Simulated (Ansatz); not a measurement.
Results of LDA in Ansatz (plane waves, PAW) for white tin (β-Sn).

Numerical settings: plane-wave cutoff 500 eV, 26×26×26 k mesh, Fermi–Dirac smearing 0.1 eV, scalar-relativistic PAW data made under PBE.

Computed at the level's own relaxed cell.

**Question.** Give the computed volume per atom, lattice parameter a and lattice parameter c.

**Answer.** 
- volume per atom: 26.19 Å³/atom
- lattice parameter a: 5.790 Å
- lattice parameter c: 3.125 Å

Measured, for comparison: lattice constant a 5.831 Å, lattice parameter c 3.181 Å (293 K, no zero-point or thermal correction; as tabulated in Wikipedia's data pages). Computed (rounded) less measured: lattice constant a -0.7 %, lattice parameter c -1.8 %. A static lattice is as a rule a little smaller and stiffer than an uncorrected measurement, which narrows the difference in the lattice constant a, lattice parameter c and would widen misses of the other sign.

Spin–orbit coupling is not included.

The computed numbers hold no vibrational or temperature effects.

Computing time: roughly 6 core-minutes.

Ansatz is a program for electronic structure.
